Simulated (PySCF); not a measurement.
# 3-methoxypropionitrile: electronic excitations and core binding energies

Aim: predict the electronic excitations and core binding energies of 3-methoxypropionitrile (`COCCC#N`).

Programs: PySCF 2.14.0, with density-fitted response routines of our own. Each step states its level of theory. These are calculated values for one molecule in the gas phase, unless marked as measured. Atoms are numbered from 0 throughout.

**1. Starting geometry**

13 atoms, charge 0, multiplicity 1; geometry from: GFN2-xTB.

Bonds of the start (Å): C0–O1 1.40, O1–C2 1.41, C2–C3 1.53, C3–C4 1.44, C4–N5 1.14, C0–H6 1.10, C0–H7 1.10, C0–H8 1.09, C2–H9 1.10, C2–H10 1.10, C3–H11 1.09, C3–H12 1.09.

**2. Ultraviolet spectrum: CAM-B3LYP/def2-SVPD**

Job settings and geometry (Å):

```
{"job": {"kind": "uv", "xc": "CAM-B3LYP", "basis": "def2-SVPD", "nstates": 8, "ntriplets": 3}, "charge": 0, "multiplicity": 1}
C      2.157751    -0.137346     0.468963
O      0.955144    -0.624028    -0.067810
C     -0.142246     0.220622     0.180879
C     -1.378860    -0.423287    -0.453114
C     -2.550319     0.384794    -0.241869
N     -3.473699     1.035200    -0.067706
H      2.094453    -0.035800     1.559225
H      2.419685     0.837619     0.040005
H      2.925451    -0.864695     0.215328
H     -0.293067     0.347028     1.265305
H      0.032468     1.217909    -0.254714
H     -1.213172    -0.545809    -1.526577
H     -1.537979    -1.411722    -0.014235
```

Level: TDDFT CAM-B3LYP/def2-SVPD, vertical, gas phase, core orbitals frozen in the response.

Launch:

```
OMP_NUM_THREADS=1 python probes_run.py task.json out
```

The driver reads the jobs from task.json and runs them one after another.

**Question.** This job is followed by: delta-SCF UKS SCAN, pcX-2 on the ionised atom, pcseg-1 elsewhere, spin-free X2C. Predict these results of the whole session: lowest singlet (CAM-B3LYP/def2-SVPD); brightest single state of those computed; lowest triplet; surface potential, 1st and 99th percentile; C1s binding energies, SCAN/pcX-2; O1s binding energies, SCAN/pcX-2; N1s binding energies, SCAN/pcX-2.

**Answer**, as computed:

| quantity | value |
| --- | --- |
| lowest singlet (CAM-B3LYP/def2-SVPD) | 7.37 eV (168 nm), f = 0.021 |
| brightest single state of those computed | state 7, 8.62 eV, f = 0.051 |
| lowest triplet | 6.53 eV |
| surface potential, 1st and 99th percentile | -1.78 V and 1.22 V |
| C1s binding energies, SCAN/pcX-2 | C2 292.82, C0 292.58, C4 292.39, C3 292.38 eV |
| O1s binding energies, SCAN/pcX-2 | O1 538.91 eV |
| N1s binding energies, SCAN/pcX-2 | N5 405.13 eV |

The lowest singlet, at 7.37 eV, is HOMO→LUMO 0.85 and is weak; of the 8 states computed, the strongest absorption comes from states 7 to 8 together at 8.62 eV (the last computed, so partners may be missing). The lowest triplet lies 0.84 eV below the lowest singlet (triplets in Tamm-Dancoff, singlets in full TDDFT). C2 (sp3 CH2 bonded to O) binds its C1s electron 0.44 eV more tightly than C3 (sp3 CH2 α to a nitrile).
